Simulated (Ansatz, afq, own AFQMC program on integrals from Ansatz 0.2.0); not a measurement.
**Breaking B2–O1 in BHO2, singlet**

```xyz
4

O    -1.5521    0.5232    0.4196
B    -0.4193    0.1298    0.2555
O     0.8200   -0.3036    0.1138
H     1.1514   -0.3494   -0.7889
```

Products: BHO (singlet, the lower of two spins tried; B–OH) and O (triplet), each relaxed with PBE0/def2-SVP like the molecule; electronic energies without zero-point terms. Determinants: RHF, RHF and UHF in that order.

Basis def2-TZVP. Noble-gas cores (and the filled d shells of Ga–Kr and In–Xe) are frozen. Ansatz 0.2.0 and our own AFQMC program on the same integrals; the CISD trial comes from CCSD amplitudes, and released means the phaseless constraint is let go. Uncertainties: one standard error, sampling alone. The errors of all members are added in quadrature.

No full CI on the walks' own integrals is used here; CCSDT(Q) serves as the reference and is uncertain by about the last step of the cluster series. Each member takes its own surest rung, up to full CI.

The best estimate is CCSD(T) at the basis-set limit (CBS: def2-TZVPP and def2-QZVPP, with their diffuse functions for anions and beside diffuse sets, CCSD(T) itself extrapolated) plus the step from CCSD(T) to CCSDT(Q) in def2-TZVP. Rows without CBS are in def2-TZVP; B2PLYP and the wave-function rows carry a basis error of their own. Core correlation and relativity beyond core potentials are missing, and ± holds the sampling alone.

Cautions: BHO₂ (singlet): the ph-AFQMC/HF walk drifts between its halves (2.3 errors); BHO (singlet): the released energies move by 1.5 errors or more from one time to the next, so no released level is given (meV from the phaseless value at times in 1/Eh: -3 ± 3 at 0.24, -4 ± 3 at 0.51, -7 ± 3 at 0.99, -1 ± 5 at 1.62, -14 ± 6 at 2.40), though the last usable value meets CCSDT(Q) within the noise.

| level | bond energy (kJ/mol) |
| --- | --- |
| B2PLYP | 766.3 |
| MP2 | 797.5 |
| PBE | 801.5 |

(1) From these cheaper values, estimate the bond energy at the level of the best estimate.

(1) 760.1 kJ/mol (best estimate, highest rung CCSDT(Q)).

| level | bond energy (kJ/mol) | error against the best estimate (kJ/mol) |
| --- | --- | --- |
| HF | 522.8 | -237.3 |
| CCSD | 715.2 | -45.0 |
| CCSD(T) | 733.8 | -26.4 |
| CCSDT | 732.4 | -27.8 |
| CCSDT(Q) | 734.1 | -26.1 |
| ph-AFQMC/CISD | 735.1 ± 0.7 | -25.1 ± 0.7 |
| HF/CBS | 525.5 | -234.7 |
| MP2/CBS | 822.5 | 62.4 |
| CCSD(T)/CBS | 759.8 | -0.3 |
| r2SCAN | 778.2 | 18.0 |
| PBE0 | 762.9 | 2.7 |
| B3LYP | 761.0 | 0.9 |
| wB97M-V | 756.3 | -3.8 |

Correlation beyond CCSD(T) adds 0.3 kJ/mol. Going to the basis-set limit adds 26.1 kJ/mol at CCSD(T). The perturbative (T) step is worth +18.6 kJ/mol. The functionals spread over 45.2 kJ/mol; B3LYP and PBE0 come nearest and PBE is 41.3 kJ/mol too high.

Best estimates are given only where the step beyond CCSD(T) is under 0.3 eV and no member's determinant is very poor (T1 over 0.05, or 0.07 for open shells, ⟨S²⟩ too high by 0.3, two states mixed), so the hardest cases are missing from such tables.

The functionals ran in a triple-zeta set and keep a basis error of their own, a few kJ/mol for each bond in atomization energies and more for double hybrids, so close places among them and the extrapolated levels can swap.

CCSDT and higher add their correlation energy to the determinant of the CCSD(T) run, since their own runs factorise the integrals more tightly (a shift of under 2 meV). Each member of a difference takes its own highest rung, so a best estimate needn't equal the limit plus the step of one row. A walk keeps the symmetry of its determinant, which the program's search chose and which needn't be the lowest solution, so a lower state of the same spin and another symmetry isn't excluded.
